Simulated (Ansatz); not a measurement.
One stationary structure of Ta. Space group Im-3m (No. 229), bcc (W type). All values below come from r2SCAN (plane waves to 500 eV, PAW, scalar-relativistic; Ansatz, a quantum-chemistry and plane-wave program).

```cif
data_Ta
_chemical_formula_sum 'Ta1'
_space_group_name_H-M_alt 'P 1'
_space_group_IT_number 1
_cell_length_a 2.86230
_cell_length_b 2.86230
_cell_length_c 2.86230
_cell_angle_alpha 109.471
_cell_angle_beta 109.471
_cell_angle_gamma 109.471
loop_
_space_group_symop_operation_xyz
  'x, y, z'
loop_
_atom_site_label
_atom_site_type_symbol
_atom_site_fract_x
_atom_site_fract_y
_atom_site_fract_z
_atom_site_occupancy
Ta1 Ta 0.00000 0.00000 0.00000 1
```

- Volume per atom: 18.05 Å³
- Density: 16.64 g/cm³
- Band gap: no gap (metallic)
- Shortest distances: Ta–Ta 2.86 Å
- k-mesh: 20×20×20

Band energies at high-symmetry points (eV from the Fermi level; labels of this space group; no spin-orbit coupling), from −5 eV up to 4.0 eV:

```csv
point,energies
Γ,0.86 0.86 0.86
H,-3.92 -3.92
N,-4.53 -1.55 1.48
P,-1.32 -1.32 -1.32
```

No spin polarisation in the result.

Measured for Ta: a 3.299 Å (static lattice; corrected from measurement; as listed in Daniel Mejia-Rodriguez, S. B. Trickey, Phys. Rev. B (2018)). Computed minus measured — a: r2SCAN +0.2 %. The computed values are for a static lattice.

The run could not lose the symmetry of its start; a randomly shaken copy of 2 atoms returns to this structure.
